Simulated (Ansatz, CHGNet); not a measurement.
For rock-salt KF, the machine-learned potential CHGNet 0.3.0 (trained on PBE and PBE+U data) gives:

| Property | Result |
|---|---|
| lattice parameter a | 5.473 Å |
| elastic constant C11 | 43.9 GPa |
| elastic constant C44 | 9.40 GPa |
| Voigt–Reuss–Hill shear modulus | 11.7 GPa |

What does HSE06 (Ansatz, a program for electronic structure, plane waves, PAW) give for the same quantities?


- lattice constant a: 5.370 Å (drops by 1.9 %)
- elastic constant C11: 65.1 GPa (rises by 48 %)
- elastic constant C44: 14.0 GPa (grows by 49 %)
- Voigt–Reuss–Hill shear modulus: 17.8 GPa (goes up by 52 %)

For comparison: lattice constant a 5.311 Å (measured, low temperature, zero-point motion not removed; as tabulated in Doll and Stoll (1997), arXiv:cond-mat/9707218); elastic constant C11 75.8 GPa (measured, 4 K, zero-point motion not removed; as tabulated in Harker's crystal data pages); elastic constant C44 12.9 GPa (measured, 4 K, zero-point motion not removed; as tabulated in Harker's crystal data pages).

Changes are worked out from the printed values.

Unless a cell is named, each level is at its own relaxed cell (CHGNet 0.3.0 20.49, HSE06 19.36 Å³/atom).

Ansatz's density-functional and Hartree–Fock values are scalar-relativistic unless marked +SOC, with PAW data made under PBE.
